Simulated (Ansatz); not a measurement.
Molecule: C₃H₅, net charge 0, doublet state. It need not be the lowest isomer of its formula. 
Coordinates optimised at B3LYP-D3(BJ)/def2-TZVP (Ansatz, a quantum-chemistry and plane-wave program):
```xyz
8

C      1.3206     0.2440     0.0036
C      0.0250     0.3975    -0.0063
H      1.7758    -0.7501     0.0222
H      2.0084     1.0832    -0.0060
C     -1.2071    -0.3930    -0.0005
H     -0.9820    -1.4692     0.0181
H     -1.8216    -0.1633     0.8734
H     -1.8116    -0.1916    -0.8883
```
Charge 0, spin multiplicity 2.

Give the harmonic wavenumbers at B3LYP-D3(BJ)/def2-TZVP (Ansatz, finite differences of forces, unscaled).

185, 315, 480, 889, 901, 939, 1053, 1104, 1393, 1421, 1454, 1471, 1748, 2965, 3031, 3053, 3078, 3153 cm⁻¹. Zero-point energy 40.9 kcal/mol.

From these and the geometry, give the ideal-gas thermochemistry at 298.15 K and 1 atm (rigid rotor, harmonic oscillator).

Point group Cs, rotational symmetry number 1. Rotational constants 75.77, 8.687, 8.189 GHz. S(trans) 37.07, S(rot) 21.62, S(vib) 4.93, S(elec, spin only) 1.38, S 65.0 cal/(mol K). H(298) - H(0) 3.29 kcal/mol; G - E(el) 24.8 kcal/mol.
